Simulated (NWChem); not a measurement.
# CHO cation

```xyz
3

C      0.0000     0.0000    -0.5086
O      0.0000     0.0000     0.5958
H      0.0000     0.0000    -1.6198
```
Atoms are numbered in this order, from 1.

Computed with NWChem. Structure relaxed at the PBE0/def2-SVP level. GIAO values for the isolated, static molecule; σ is the absolute isotropic shielding, δ = σ(reference) − σ with the isolated reference molecule computed at the same levels (13C: tetramethylsilane, 1H: tetramethylsilane, 17O: water).

### Question
Order these by “δ H3 (ppm)”, lowest first: BHandHLYP/pcSseg-1; KT2/pcSseg-1; PBE/pcSseg-1.

### Answer
PBE/pcSseg-1 (7.31), KT2/pcSseg-1 (7.62), BHandHLYP/pcSseg-1 (7.96)
